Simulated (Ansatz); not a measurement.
# MgB₂H₄: one structure at several levels

One table from this session's results is given with a row withheld; the runs are named, their logs left out.

Method: single points in def2-TZVPP; program: Ansatz 0.2.0, Gaussian basis.

Correlated methods freeze the cores. The outer core shell of Li, Na, Mg and K is correlated.

### Where the work starts

SMILES `[BH2][Mg][BH2]`, 7 atoms, charge 0, spin multiplicity 1.

Atoms are counted from 1 here; the program's logs count them from 0.

Bond lengths: B1–Mg2 2.131 Å, B1–H4 1.206 Å, B1–H5 1.185 Å, Mg2–B3 2.155 Å, B3–H6 1.176 Å, B3–H7 1.166 Å. Angles: Mg2–B1–H4 120.8°, Mg2–B1–H5 122.3°, H4–B1–H5 112.0°, B1–Mg2–B3 173.8°, Mg2–B3–H6 120.7°, Mg2–B3–H7 121.0°, H6–B3–H7 103.9°.

Geometry (Å):

```mol
B2H4Mg
  3D, bonds by distance, orders not assigned

  7  6  0  0  0  0  0  0  0  0999 V2000
   -1.9231   -0.0046   -0.9571 B   0  0
   -0.0481   -0.0748    0.0536 Mg  0  0
    1.9243    0.0104    0.9183 B   0  0
   -2.2186   -0.8451   -1.7698 H   0  0
   -2.5090    1.0098   -1.1357 H   0  0
    2.1864    0.8109    1.7394 H   0  0
    2.4606   -0.9563    1.2887 H   0  0
  1  2  8  0
  1  4  8  0
  1  5  8  0
  2  3  8  0
  3  6  8  0
  3  7  8  0
M  END
```

Set-up of the first run:

File run/in.yaml:

```yaml
crystal:
  periodic: [false, false, false]
  atoms:
    - {symbol: B, position_ang: [-1.923100, -0.004600, -0.957100]}
    - {symbol: Mg, position_ang: [-0.048100, -0.074800, 0.053600]}
    - {symbol: B, position_ang: [1.924300, 0.010400, 0.918300]}
    - {symbol: H, position_ang: [-2.218600, -0.845100, -1.769800]}
    - {symbol: H, position_ang: [-2.509000, 1.009800, -1.135700]}
    - {symbol: H, position_ang: [2.186400, 0.810900, 1.739400]}
    - {symbol: H, position_ang: [2.460600, -0.956300, 1.288700]}
basis:
  gaussian: {orbitals: def2-TZVPP}
correlation: {method: ccsd_t}
output: {forces: true}
```

The command line of these runs was not kept.

Among the steps run: CCSD(T)/def2-TZVPP; PBE0-D4/def2-TZVPP; wB97M-V/def2-TZVPP; r2SCAN-D4/def2-TZVPP; PBE-D4/def2-TZVPP; r2SCANh-D4/def2-TZVPP; BLYP-D4/def2-TZVPP.

One table of the session follows, with a row left open; its other results are not shown here.

```
    method  RMS force component (eV/Å)  angle to CCSD(T) forces (°)  dipole (D)
   CCSD(T)                       0.526                    reference        0.36
   PBE0-D4                       0.511                          2.9        0.34
   wB97M-V                       0.504                          6.7        0.34
 r2SCAN-D4                           ?                            ?           ?
    PBE-D4                       0.505                         11.7        0.33
r2SCANh-D4                       0.504                          2.9        0.35
   BLYP-D4                       0.499                          4.9        0.33
```

**Question.** Estimate the row for r2SCAN-D4.

**Answer.** RMS force component (eV/Å): 0.499; angle to CCSD(T) forces (°): 3.8; dipole (D): 0.34.
